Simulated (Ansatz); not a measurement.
`CSC(C)C`, relaxed with RKS PBE-D4/def2-SVP in Ansatz 0.2.0 from a rough embedded geometry. The force threshold is 0.03 eV/Å; the program also tests the step.

Total charge 0; spin multiplicity 1.

Start:

```xyz
15

C     0.344    2.014    0.100
S    -1.016    1.222   -0.697
C    -0.620   -0.533   -0.380
C     0.663   -1.037   -1.063
C    -0.668   -0.912    1.080
H     0.338    1.792    1.244
H     1.302    1.732   -0.286
H     0.226    3.073    0.054
H    -1.487   -1.104   -0.895
H     0.787   -2.049   -0.970
H     1.527   -0.497   -0.538
H     0.692   -0.720   -2.105
H    -1.615   -0.575    1.589
H    -0.611   -1.968    1.235
H     0.137   -0.440    1.631
```

Task: By how much does the energy fall, and how many steps does the optimiser take? (An estimate is asked.)

Result: Ansatz gave: 43.58 kJ/mol, in 6 steps.

Task: Which bonds change most? (Estimate.)

Result: Ansatz gave: C4–H10 from 1.024 to 1.111 Å; C1–H6 from 1.166 to 1.109 Å; C1–S2 from 1.763 to 1.820 Å; C3–H9 from 1.159 to 1.112 Å.

Task: Give the relaxed structure. (Estimate.)

Result: Computed: 
```xyz
15

C     0.353    2.055    0.168
S    -1.011    1.217   -0.697
C    -0.633   -0.566   -0.385
C     0.664   -1.017   -1.063
C    -0.687   -0.928    1.101
H     0.337    1.873    1.262
H     1.346    1.778   -0.241
H     0.199    3.138   -0.004
H    -1.490   -1.052   -0.901
H     0.797   -2.115   -0.956
H     1.550   -0.534   -0.602
H     0.660   -0.768   -2.141
H    -1.641   -0.600    1.559
H    -0.590   -2.026    1.238
H     0.145   -0.455    1.662
```
